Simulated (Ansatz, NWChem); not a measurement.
**Worked example: the enthalpy of formation of C2H5N (aziridine)**

The species is C2H5N (8 atoms), meant as a singlet with charge 0. SMILES: `C1CN1`. Geometry: relaxed at PBE0-D4/def2-TZVP.

Total energies at MP2/def2-SVPD, 3 core orbitals frozen (NWChem 7.3.0); the atoms run unrestricted:

| species | state | energy (Eh) |
| --- | --- | --- |
| C2H5N | singlet | -133.417776 |
| C | triplet | -37.699761 |
| N | quartet | -54.411740 |
| H | doublet | -0.499278 |

Harmonic wavenumbers at PBE0-D4/def2-TZVP, in cm⁻¹: 780, 903, 908, 922, 1005, 1117, 1122, 1153, 1255, 1271, 1308, 1491, 1527, 3125, 3131, 3205, 3219, 3544.

Measured heats of formation of the gaseous atoms at 298.15 K, in kJ/mol: C 716.9, N 472.4, H 218.0. Take 1 Eh = 2625.50 kJ/mol, 1 cm⁻¹ = 0.0119627 kJ/mol, RT = 2.479 kJ/mol.

Work out the heat of formation of the gas at 298 K.


1. Electronic atomisation energy: 2 × (-37.699761) + (-54.411740) + 5 × (-0.499278) − (-133.417776) = 1.110124 Eh = 2914.6 kJ/mol.
2. Zero-point energy: half the sum of the wavenumbers, 15493 cm⁻¹ = 185.3 kJ/mol.
3. Thermal vibrational enthalpy, Σ hcν̃/(exp(hcν̃/kT) − 1): 1.0 kJ/mol. Translation, rotation and pV of a non-linear molecule: 4 RT = 9.9 kJ/mol.
4. The 8 free atoms carry 5/2 RT each: 49.6 kJ/mol.
5. Atomisation enthalpy at 298 K: 2914.6 − 185.3 − 1.0 − 9.9 + 49.6 = 2768.0 kJ/mol.
6. Sum of the atoms' heats of formation: 2996.2 kJ/mol. Heat of formation: 2996.2 − 2768.0 = +228.2 kJ/mol.

The tabulated value is +126.5 kJ/mol (CRC Handbook of Chemistry and Physics), so this level is off by +101.7 kJ/mol, or 3.5 % of the atomisation enthalpy that the table implies (2869.7 kJ/mol). Perturbation theory converges slowly with the basis for atomisation. A double-zeta basis underbinds. Anharmonicity and any spin-orbit splitting of the molecule are left out, and cores are frozen in the wave-function part.
